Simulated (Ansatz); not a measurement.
# SiPH (triplet): from Hartree-Fock to the top rungs, def2-QZVPP

One table from this session's results is given with a row withheld; the runs are named, their logs left out.

Computed with Ansatz 0.2.0, Gaussian basis. Level: def2-QZVPP, core rule «outside noble gas», up to 10 orbitals frozen.

To be run: UHF; ROHF; CCSD(T) on UHF.

2 further runs of the same task are left out: 2 set aside as unsound or not needed.

### What is computed

The geometry is a PBE0/def2-TZVP stationary point (not a proven minimum) of the parent state, kept for this charge and spin.

3 atoms, charge 0, spin multiplicity 3.

Atoms are counted from 1 here; the program's logs count them from 0.

Bond lengths: Si1–P2 1.944 Å, Si1–H3 1.483 Å. Angles: P2–Si1–H3 180.0°.

Set-up of the first run:

Contents of in.yaml:

```yaml
crystal:
  periodic: [false, false, false]
  atoms:
    - {symbol: Si, position_ang: [0.000000, 0.000000, 0.153800]}
    - {symbol: P, position_ang: [0.000000, 0.000000, -1.790600]}
    - {symbol: H, position_ang: [0.000000, 0.000000, 1.636800]}
basis:
  gaussian: {orbitals: "def2-QZVPP.json"}
magnetization: {spin_polarized: true, initial_magnetization: 2}
hamiltonian: {xc: hf}
output: {orbitals: {seedname: orbitals}}
```

On the command line:

```
$ ansatz run in.yaml --threads 1 --pin off --events-out ev --progress --plain --max-ram 2393MiB
```

Steps of the session up to this table: UHF; ROHF; CCSD(T) on UHF.

One of the session's tables, all rows but one given; the rest of the session is left out.

It belongs to the step «Misses and costs». 

| method | from UCCSD(T) (meV) |
| --- | --- |
| ROHF | ? |
| UHF | +7488.1 |
| UMP2 | +1343.9 |
| UCCSD | +442.2 |
| UCCSD(T) | 0 |

**Question.** Estimate the row for ROHF.

The run gave: from UCCSD(T) (meV): +7787.1. In the column «from UCCSD(T) (meV)» it is the highest.
